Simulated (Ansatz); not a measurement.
**Molecular dynamics of H6Si2**

input.yaml

```yaml
crystal:
  periodic: [false, false, false]
  atoms:
    - { symbol: Si, position_ang: [-0.020653, 0.169693, 0.844267] }
    - { symbol: H, position_ang: [1.359596, -0.179947, 0.204731] }
    - { symbol: H, position_ang: [0.673, -0.193162, -0.625217] }
    - { symbol: Si, position_ang: [-0.914662, 1.839488, -0.573163] }
    - { symbol: H, position_ang: [-1.725288, 1.334525, -1.720504] }
    - { symbol: H, position_ang: [-1.794896, 2.732775, 0.238196] }
    - { symbol: H, position_ang: [0.223675, 2.654305, -1.094256] }
    - { symbol: H, position_ang: [-0.777972, -1.109074, 0.621746] }
basis:
  gaussian: { orbitals: def2-SVP }
hamiltonian:
  xc: b3lyp
md:
  timestep: 0.5
  n_steps: 200
  ensemble: nve
  temperature: 300.0
  initial_velocities: maxwell_boltzmann
  seed: 5110
```

Launched with:

```bash
$ ansatz run input.yaml --threads 1 --pin off --max-ram 2048MiB --backend cpu --events-out ev --progress --plain --runs-dir out
```

It starts at the highest image of a converged band. Of that band: The profile has 2 maxima (images 3, 8) with wells between them (image 5): this band takes more than one step, which may be the mechanism or a detour left from its start path. Neighbouring images differ by up to 1.2 eV, so the band resolves the path poorly. A vibrational analysis at the climbing image gives one clearly imaginary mode, 954i cm⁻¹: a first-order saddle point.

Output, in part (one step line in 4, the closing report, with atoms numbered from 0):

```
md step     0: t =     0.00 fs  T =   300.0 K  F+E_penalty+E_count = -15846.51966703 eV  E_kin = 0.232668 eV  conserved = -15846.28699903 eV  (21 SCF iters)
md step     4: t =     2.00 fs  T =   209.3 K  F+E_penalty+E_count = -15846.44866895 eV  E_kin = 0.162324 eV  conserved = -15846.28634544 eV  (22 SCF iters)
md step     8: t =     4.00 fs  T =   107.9 K  F+E_penalty+E_count = -15846.36938260 eV  E_kin = 0.083670 eV  conserved = -15846.28571300 eV  (21 SCF iters)
md step    12: t =     6.00 fs  T =   167.4 K  F+E_penalty+E_count = -15846.41611751 eV  E_kin = 0.129856 eV  conserved = -15846.28626135 eV  (21 SCF iters)
md step    16: t =     8.00 fs  T =   244.4 K  F+E_penalty+E_count = -15846.47637226 eV  E_kin = 0.189540 eV  conserved = -15846.28683270 eV  (23 SCF iters)
md step    20: t =    10.00 fs  T =   184.9 K  F+E_penalty+E_count = -15846.42969221 eV  E_kin = 0.143383 eV  conserved = -15846.28630944 eV  (22 SCF iters)
md step    24: t =    12.00 fs  T =   133.1 K  F+E_penalty+E_count = -15846.38892949 eV  E_kin = 0.103213 eV  conserved = -15846.28571676 eV  (22 SCF iters)
md step    28: t =    14.00 fs  T =   235.2 K  F+E_penalty+E_count = -15846.46891060 eV  E_kin = 0.182441 eV  conserved = -15846.28646950 eV  (22 SCF iters)
md step    32: t =    16.00 fs  T =   303.5 K  F+E_penalty+E_count = -15846.52220940 eV  E_kin = 0.235365 eV  conserved = -15846.28684411 eV  (22 SCF iters)
md step    36: t =    18.00 fs  T =   244.2 K  F+E_penalty+E_count = -15846.47541688 eV  E_kin = 0.189365 eV  conserved = -15846.28605178 eV  (22 SCF iters)
md step    40: t =    20.00 fs  T =   238.8 K  F+E_penalty+E_count = -15846.47143776 eV  E_kin = 0.185237 eV  conserved = -15846.28620077 eV  (23 SCF iters)
md step    44: t =    22.00 fs  T =   273.6 K  F+E_penalty+E_count = -15846.49861749 eV  E_kin = 0.212173 eV  conserved = -15846.28644499 eV  (21 SCF iters)
md step    48: t =    24.00 fs  T =   267.8 K  F+E_penalty+E_count = -15846.49420484 eV  E_kin = 0.207677 eV  conserved = -15846.28652752 eV  (21 SCF iters)
md step    52: t =    26.00 fs  T =   197.6 K  F+E_penalty+E_count = -15846.43953059 eV  E_kin = 0.153240 eV  conserved = -15846.28629079 eV  (21 SCF iters)
md step    56: t =    28.00 fs  T =   168.6 K  F+E_penalty+E_count = -15846.41655479 eV  E_kin = 0.130734 eV  conserved = -15846.28582043 eV  (20 SCF iters)
md step    60: t =    30.00 fs  T =   251.5 K  F+E_penalty+E_count = -15846.48193925 eV  E_kin = 0.195090 eV  conserved = -15846.28684917 eV  (21 SCF iters)
md step    64: t =    32.00 fs  T =   225.8 K  F+E_penalty+E_count = -15846.46148414 eV  E_kin = 0.175155 eV  conserved = -15846.28632914 eV  (21 SCF iters)
md step    68: t =    34.00 fs  T =   179.9 K  F+E_penalty+E_count = -15846.42584837 eV  E_kin = 0.139557 eV  conserved = -15846.28629102 eV  (21 SCF iters)
md step    72: t =    36.00 fs  T =   168.7 K  F+E_penalty+E_count = -15846.41676245 eV  E_kin = 0.130827 eV  conserved = -15846.28593500 eV  (21 SCF iters)
md step    76: t =    38.00 fs  T =   229.4 K  F+E_penalty+E_count = -15846.46467270 eV  E_kin = 0.177894 eV  conserved = -15846.28677846 eV  (21 SCF iters)
md step    80: t =    40.00 fs  T =   201.5 K  F+E_penalty+E_count = -15846.44251319 eV  E_kin = 0.156241 eV  conserved = -15846.28627225 eV  (21 SCF iters)
md step    84: t =    42.00 fs  T =   169.3 K  F+E_penalty+E_count = -15846.41754095 eV  E_kin = 0.131294 eV  conserved = -15846.28624679 eV  (23 SCF iters)
md step    88: t =    44.00 fs  T =   173.9 K  F+E_penalty+E_count = -15846.42098231 eV  E_kin = 0.134899 eV  conserved = -15846.28608341 eV  (21 SCF iters)
md step    92: t =    46.00 fs  T =   233.9 K  F+E_penalty+E_count = -15846.46820165 eV  E_kin = 0.181437 eV  conserved = -15846.28676424 eV  (21 SCF iters)
md step    96: t =    48.00 fs  T =   212.4 K  F+E_penalty+E_count = -15846.45101264 eV  E_kin = 0.164697 eV  conserved = -15846.28631576 eV  (21 SCF iters)
md step   100: t =    50.00 fs  T =   185.6 K  F+E_penalty+E_count = -15846.42997802 eV  E_kin = 0.143911 eV  conserved = -15846.28606731 eV  (21 SCF iters)
md step   104: t =    52.00 fs  T =   219.3 K  F+E_penalty+E_count = -15846.45661275 eV  E_kin = 0.170097 eV  conserved = -15846.28651552 eV  (21 SCF iters)
md step   108: t =    54.00 fs  T =   227.1 K  F+E_penalty+E_count = -15846.46243831 eV  E_kin = 0.176113 eV  conserved = -15846.28632562 eV  (21 SCF iters)
md step   112: t =    56.00 fs  T =   220.3 K  F+E_penalty+E_count = -15846.45730378 eV  E_kin = 0.170871 eV  conserved = -15846.28643299 eV  (21 SCF iters)
md step   116: t =    58.00 fs  T =   195.3 K  F+E_penalty+E_count = -15846.43754000 eV  E_kin = 0.151484 eV  conserved = -15846.28605569 eV  (21 SCF iters)
md step   120: t =    60.00 fs  T =   228.4 K  F+E_penalty+E_count = -15846.46364637 eV  E_kin = 0.177119 eV  conserved = -15846.28652761 eV  (21 SCF iters)
md step   124: t =    62.00 fs  T =   219.6 K  F+E_penalty+E_count = -15846.45668251 eV  E_kin = 0.170312 eV  conserved = -15846.28637017 eV  (21 SCF iters)
md step   128: t =    64.00 fs  T =   199.6 K  F+E_penalty+E_count = -15846.44103218 eV  E_kin = 0.154811 eV  conserved = -15846.28622083 eV  (24 SCF iters)
md step   132: t =    66.00 fs  T =   209.1 K  F+E_penalty+E_count = -15846.44852887 eV  E_kin = 0.162138 eV  conserved = -15846.28639076 eV  (21 SCF iters)
md step   136: t =    68.00 fs  T =   198.9 K  F+E_penalty+E_count = -15846.44057527 eV  E_kin = 0.154246 eV  conserved = -15846.28632964 eV  (21 SCF iters)
md step   140: t =    70.00 fs  T =   176.9 K  F+E_penalty+E_count = -15846.42336427 eV  E_kin = 0.137166 eV  conserved = -15846.28619868 eV  (21 SCF iters)
md step   144: t =    72.00 fs  T =   184.0 K  F+E_penalty+E_count = -15846.42885183 eV  E_kin = 0.142722 eV  conserved = -15846.28613028 eV  (22 SCF iters)
md step   148: t =    74.00 fs  T =   233.1 K  F+E_penalty+E_count = -15846.46725173 eV  E_kin = 0.180820 eV  conserved = -15846.28643206 eV  (21 SCF iters)
md step   152: t =    76.00 fs  T =   251.6 K  F+E_penalty+E_count = -15846.48154323 eV  E_kin = 0.195095 eV  conserved = -15846.28644830 eV  (21 SCF iters)
md step   156: t =    78.00 fs  T =   233.6 K  F+E_penalty+E_count = -15846.46734394 eV  E_kin = 0.181151 eV  conserved = -15846.28619270 eV  (21 SCF iters)
md step   160: t =    80.00 fs  T =   244.2 K  F+E_penalty+E_count = -15846.47559687 eV  E_kin = 0.189372 eV  conserved = -15846.28622510 eV  (21 SCF iters)
md step   164: t =    82.00 fs  T =   272.8 K  F+E_penalty+E_count = -15846.49797685 eV  E_kin = 0.211551 eV  conserved = -15846.28642609 eV  (21 SCF iters)
md step   168: t =    84.00 fs  T =   258.6 K  F+E_penalty+E_count = -15846.48702717 eV  E_kin = 0.200571 eV  conserved = -15846.28645638 eV  (21 SCF iters)
md step   172: t =    86.00 fs  T =   196.6 K  F+E_penalty+E_count = -15846.43855390 eV  E_kin = 0.152439 eV  conserved = -15846.28611512 eV  (21 SCF iters)
md step   176: t =    88.00 fs  T =   179.9 K  F+E_penalty+E_count = -15846.42558050 eV  E_kin = 0.139491 eV  conserved = -15846.28608976 eV  (21 SCF iters)
md step   180: t =    90.00 fs  T =   207.9 K  F+E_penalty+E_count = -15846.44783239 eV  E_kin = 0.161242 eV  conserved = -15846.28659054 eV  (21 SCF iters)
md step   184: t =    92.00 fs  T =   163.3 K  F+E_penalty+E_count = -15846.41295832 eV  E_kin = 0.126628 eV  conserved = -15846.28633017 eV  (21 SCF iters)
md step   188: t =    94.00 fs  T =   108.0 K  F+E_penalty+E_count = -15846.36972420 eV  E_kin = 0.083723 eV  conserved = -15846.28600123 eV  (21 SCF iters)
md step   192: t =    96.00 fs  T =   132.6 K  F+E_penalty+E_count = -15846.38901852 eV  E_kin = 0.102809 eV  conserved = -15846.28620960 eV  (21 SCF iters)
md step   196: t =    98.00 fs  T =   177.5 K  F+E_penalty+E_count = -15846.42425218 eV  E_kin = 0.137692 eV  conserved = -15846.28656065 eV  (23 SCF iters)
md step   200: t =   100.00 fs  T =   150.5 K  F+E_penalty+E_count = -15846.40301420 eV  E_kin = 0.116717 eV  conserved = -15846.28629688 eV  (23 SCF iters)
Total energy: -15846.40325546 eV, -582.3445785603 hartree
Atom 0 at     0.021163     0.227165     0.866070 Å, force    -0.192703    -1.337537     0.086692 eV/Å
Atom 1 at     0.911573    -0.809882    -0.501083 Å, force    -0.358289     0.066632     0.010761 eV/Å
Atom 2 at     0.215568    -0.735314    -0.924611 Å, force     0.278417     0.054819     0.355117 eV/Å
Atom 3 at    -0.899492     1.806564    -0.568868 Å, force    -0.258462     1.581065    -0.267677 eV/Å
Atom 4 at    -1.039740     1.634147    -2.044745 Å, force     0.215858    -0.180442    -0.082720 eV/Å
Atom 5 at    -2.301293     2.051901    -0.121136 Å, force    -0.114411    -0.006152     0.170198 eV/Å
Atom 6 at    -0.178630     3.149925    -0.329620 Å, force    -0.255641    -0.624403    -0.226965 eV/Å
Atom 7 at    -1.237112    -0.735297     0.818738 Å, force     0.685231     0.446017    -0.045406 eV/Å
Dipole moment:     0.126710    -0.240323    -0.140467 e Å
```

The run went to its last step. The conserved energy stayed within 0.17 meV per atom of its start (net change 0.088 meV per atom), so the integration is sound. A run of 0.1 ps of so small a system gives no equilibrium averages. The orbitals stay closed-shell, which can raise the energy where a bond breaks towards radicals; this wasn't checked here.

Between its relaxed ends the band would form H2–H3 and break Si1–H3. These pairs go: H2–H3 1.08 → 0.82 Å, Si1–H3 1.67 → 2.04 Å. In the last frame they stand as after the step (other bonds may differ from the relaxed reactants and products). These pairs come and go: their bonding changes 5 times, last at 81 of 100 fs, so the outcome isn't settled. Also parted: Si1–H2 1.56 → 1.93 Å. It ends as H2 + H4Si2. Pairs count as bonded within 1.25 times the sum of covalent radii (0.12 Å more for H–H).

Last frame:

```xyz
8
Properties=species:S:1:pos:R:3
Si 0.021 0.227 0.866
H 0.912 -0.810 -0.501
H 0.216 -0.735 -0.925
Si -0.899 1.807 -0.569
H -1.040 1.634 -2.045
H -2.301 2.052 -0.121
H -0.179 3.150 -0.330
H -1.237 -0.735 0.819
```

The run took 5.2 min on 1 thread of Arm Neoverse V1, with other jobs on the host, peak memory 0.11 GiB.
